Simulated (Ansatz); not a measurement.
The input, for Ansatz 0.2.0:

```yaml
crystal:
  periodic: [false, false, false]
  atoms:
    - {symbol: C, position_ang: [0.000000, 0.000000, 0.000000]}
    - {symbol: Ga, position_ang: [0.000000, 0.000000, 1.612000]}
basis:
  gaussian: {orbitals: cc-pVDZ}
total_charge: 1
magnetization: {spin_polarized: false}
correlation: {method: ccsdtq, electrons: outside_noble_gas}
```

```sh
$ ansatz run in.yaml --threads 1 --pin off --events-out ev --progress --plain --max-ram 2393MiB
```

Q: Roughly how long does this take on 1 thread of Arm Neoverse V2, shared host, and how much host memory?

A: 19 s wall and 0.14 GiB.

```
780 factors; integrals over basis functions are off by at most 1.3e-7 eV
mean field evaluation 1: about -53343.9283 eV, gradient 2.9e1 eV
mean field evaluation 2: about -53344.0402 eV, gradient 2.9e1 eV
mean field evaluation 4: about -53347.2970 eV, gradient 1.4e0 eV
mean field evaluation 8: about -53347.3375 eV, gradient 1.6e-1 eV
mean field evaluation 16: about -53343.9348 eV, gradient 2.9e1 eV
mean field evaluation 32: about -53347.3248 eV, gradient 6.7e-2 eV
mean field evaluation 64: about -53346.1239 eV, gradient 7.9e0 eV
mean field evaluation 96: about -53342.0340 eV, gradient 2.4e1 eV
mean field evaluation 128: about -53344.6788 eV, gradient 1.4e-4 eV
mean field evaluation 160: about -53347.3339 eV, gradient 4.0e-1 eV
mean field -53347.33804131 eV, -1960.4785128937 hartree, gradient 1.2e-6 eV, S^2 0.000000; 7 other end points of the search recorded, 0 dependent functions left out; unrestricted orbitals would lower it
determinant -53347.33804131 eV, -1960.4785128937 hartree, with singles and doubles -53352.12100620 eV, -1960.6542836114 hartree
determinant -53344.67876965 eV, -1960.3807864625 hartree, with singles and doubles -53348.36198052 eV, -1960.5161419656 hartree
unrestricted determinant -53349.78456517 eV, -1960.5684209871 hartree, S^2 1.7956
15 core orbitals not correlated: weight in the atoms' cores, before any rotation towards them, 0.981 or more for the frozen orbitals, at most 0.017 for the correlated occupied ones
reference -53347.33804131 eV, -1960.4785128937 hartree; 3, 3 occupied and 23, 23 virtual orbitals, 780 factors
second order -3.84009710 eV of doubles, -0.00000000 eV of singles
...
cycle  31  -5.34798715 eV  change    6.7e-7 eV  update   4.0e-7
cycle  32  -5.34798805 eV  change   -9.0e-7 eV  update   2.6e-7
cycle  33  -5.34798753 eV  change    5.2e-7 eV  update   2.0e-7
cycle  34  -5.34798715 eV  change    3.7e-7 eV  update   2.2e-7
cycle  35  -5.34798703 eV  change    1.3e-7 eV  update   1.4e-7
cycle  36  -5.34798707 eV  change   -4.6e-8 eV  update   1.9e-7
cycle  37  -5.34798684 eV  change    2.3e-7 eV  update   1.4e-7
cycle  38  -5.34798683 eV  change    2.4e-9 eV  update   1.3e-7
cycle  39  -5.34798678 eV  change    5.2e-8 eV  update   1.1e-7
cycle  40  -5.34798673 eV  change    4.8e-8 eV  update   8.6e-8
WARN: these amplitudes may be one of several solutions (largest doubles amplitude 0.87, level shift 0.00 eV)
Total energy: -53352.68602804 eV, -1960.6750477812 hartree
```

The T1 diagnostic is 0.035.

For the same geometry and basis full CI lies 4.6 meV lower. By full CI's occupations no single determinant describes the state well. The program flagged this run's energy as in doubt. The determinant fills πx and πy unequally, so it is a mixture of Σ and Δ. RHF is unstable: UHF (⟨S²⟩ = 1.80) lies 2.45 eV below the lowest RHF solution. Higher spins weren't run at this geometry and may lie near or lower.
